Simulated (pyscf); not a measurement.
## Addition across a multiple bond or ene-type step: HC≡CH (SMILES C#C) + H₃C–OH (SMILES CO) → H₃C–CH=CH–OH (SMILES CC=CO)

Gas phase, singlet surface, charge 0. Bonds broken: C5–O6. Bonds formed: C1–C5, C2–O6. Optimised with ωB97X-D3(BJ)/def2-SVP in PySCF. MP2 and CC: frozen core, UHF for open shells. ΔMP2 is the change of the MP2 total energy from the triple- to the quadruple-zeta basis.

Transition state (Å):

```xyz
10

C     -1.0796    -1.1946    -0.0198
C     -1.8716    -0.2077     0.3066
H     -1.3879    -2.2434     0.0853
H     -2.8847    -0.0735     0.7020
C      0.3920     0.5495    -0.7008
O     -1.2699     1.0828    -0.0025
H      1.0705    -0.0090    -0.0581
H      0.2522     0.1063    -1.6853
H      0.5996     1.6283    -0.7380
H     -1.1086     1.5769     0.8204
```

One imaginary mode, 728i cm⁻¹; descent along it reached the two sides named.

| bond | change | reactant side (Å) | saddle | product side |
|---|---|---|---|---|
| C5–O6 | breaks | 1.413 | 1.880 | 2.9 |
| C1–C5 | forms | 4.9 | 2.381 | 1.502 |
| C2–O6 | forms | 3.2 | 1.457 | 1.365 |

Electronic energies relative to the separated reactants (kcal/mol):

```csv
level,barrier,reaction energy,reverse barrier
ωB97X-D3(BJ)/def2-TZVP,73.6,-50.6,124.2
PBE/def2-TZVP,60.0,-51.5,111.5
r²SCAN/def2-TZVP,64.7,-52.0,116.6
B3LYP-D3(BJ)/def2-TZVP,68.5,-48.3,116.8
PBE0-D3(BJ)/def2-TZVP,67.2,-54.4,121.6
M06-2X/def2-TZVP,75.5,-47.4,123.0
ωB97M-D3(BJ)/def2-TZVP,72.7,-48.0,120.6
HF/def2-TZVP,96.4,-41.7,138.2
MP2/def2-QZVPP,79.1,-45.1,124.2
CCSD/def2-TZVPP,79.8,-45.0,124.8
CCSD(T)/def2-TZVPP,73.6,-45.5,119.0
CCSD(T)/def2-TZVPP + ΔMP2(QZVPP),73.8,-45.3,119.1
```

With CCSD(T)/def2-TZVPP + ΔMP2(QZVPP) energies and thermal terms (ideal gas, 1 atm, RRHO with modes under 100 cm⁻¹ raised to 100, one conformer, R ln 2 for rigid chiral ones), in kcal/mol:

| T (K) | ΔH‡ | ΔG‡ | ΔH | ΔG |
|---|---|---|---|---|
| 298 | 73.3 | 83.5 | -42.5 | -32.0 |
| 600 | 73.3 | 93.9 | -42.7 | -21.3 |
| 900 | 73.7 | 104.0 | -42.3 | -10.6 |
| 1200 | 74.1 | 114.1 | -41.6 | -0.2 |

One saddle was located; it need not be the lowest between these sides. The CCSD(T) − MP2 part came from Ansatz, without density fitting, on the same reference. The largest closed-shell T1 diagnostic is 0.033, which may signal static correlation.
